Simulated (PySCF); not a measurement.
Compound: ethylidenecyclopropane, C₅H₈.
Structure used (PBE0-D3(BJ)/def2-SVP), in Å, numbered top down from 1:
```xyz
13
C5H8 angstrom
C      2.147    0.224    0.116
C      0.932   -0.641    0.026
C     -0.314   -0.191   -0.004
C     -1.746   -0.472   -0.076
C     -1.218    0.960    0.011
H      2.816    0.065   -0.747
H      2.739   -0.010    1.016
H      1.878    1.289    0.150
H      1.091   -1.726   -0.017
H     -2.174   -0.802   -1.029
H     -2.250   -0.886    0.805
H     -1.367    1.506    0.950
H     -1.292    1.589   -0.884
```

The calculation used core-valence-separated Tamm–Dancoff BHandHLYP/aug-pcX-1 (pcseg-1 on H) in PySCF, non-relativistic, gas phase, PBE0-D3(BJ)/def2-SVP geometry. Absolute energies from this functional tend to lie a few eV below measured edges; no shift was applied.

The lowest roots of each edge with f over 0.003 (five at most, numbered afresh; weaker and dark ones are left out), with transition dipoles (au) in the frame of the coordinates:

```csv
root,edge,E (eV),f,μx,μy,μz
1,C,283.05,0.0505,-0.0035,-0.0039,0.0852
2,C,283.06,0.0687,0.0041,0.0045,-0.0994
3,C,285.47,0.0073,-0.0303,-0.0115,-0.0018
4,C,285.53,0.0049,0.0011,0.0012,-0.0263
5,C,285.54,0.0166,-0.0020,-0.0022,0.0486
```

Problem. Molecules are fixed in this frame and the field points along x. What effective strengths 3 f cos²θ do the roots have (θ between field and μ)?

Solution. root 1 (C3): 0.000, root 2 (C2): 0.000, root 3 (C1): 0.019, root 4 (C4): 0.000, root 5 (C5): 0.000. Root 3 is the strongest. Averaged over all orientations cos²θ is 1/3, which gives f back.

